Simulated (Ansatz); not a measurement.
`NC1=C(F)S1` + H–F → `FC1=C(F)S1` + NH₃ at 298.15 K and 1 bar (substitution at a C–N bond).

Computed with Ansatz on PBE0-D4/def2-TZVP structures; ΔE is electronic, products minus reactants. CBS: MP2 limit from def2 TZ/QZ plus the TZ coupled-cluster correction, frozen cores. This one scheme is used for every species. One conformer a species, not always the lowest.

| species | CCSD(T)/CBS energy (Eh) | H − E (kJ/mol) | S (J/(mol·K)) |
| --- | --- | --- | --- |
| `NC1=C(F)S1` | -629.44911 | 120.5 | 312.4 |
| H–F | -100.39570 | 33.5 | 173.6 |
| `FC1=C(F)S1` | -673.30545 | 56.8 | 298.0 |
| NH₃ | -56.50880 | 100.5 | 192.4 |

H − E and S are ideal-gas, rigid-rotor, harmonic terms from PBE0-D4/def2-TZVP, for one conformer and one mirror image of each species. 1 Eh = 2625.50 kJ/mol, R = 8.31446 J/(mol·K).

**Question.** By hand: ΔE, ΔH, ΔS and ΔG.

**Answer.** ΔE = (-673.30545) + (-56.50880) − (-629.44911) − (-100.39570) = 0.03056 Eh = 80.2 kJ/mol. Δ(H − E) = 56.8 + 100.5 − 120.5 − 33.5 = 3.3, so ΔH = 83.5 kJ/mol. ΔS = 298.0 + 192.4 − 312.4 − 173.6 = 4.4 J/(mol·K). ΔG = 83.5 − 298.15 × (4.4)/1000 = 82.2 kJ/mol.

**Question.** By hand: the equilibrium constant, and the temperature at which ΔG would vanish if ΔH and ΔS stayed fixed.

**Answer.** log₁₀ K = −ΔG/(RT ln 10) = -14.4. ΔG = 0 at ΔH/ΔS = 18977 K, far beyond where these terms or the molecules hold.

The number of gas molecules stays the same, so ΔS is small and ΔH decides. A doubt of 5 kJ/mol in ΔE shifts log₁₀ K by 0.9 here. Other conformers and mirror images would add mixing entropy, several J/(mol·K) or more a flexible species. These are equilibria of isolated gas molecules and say nothing of rates. Largest T1 diagnostic: 0.021 (customary marks: 0.02 for closed shells, 0.045 for open ones).
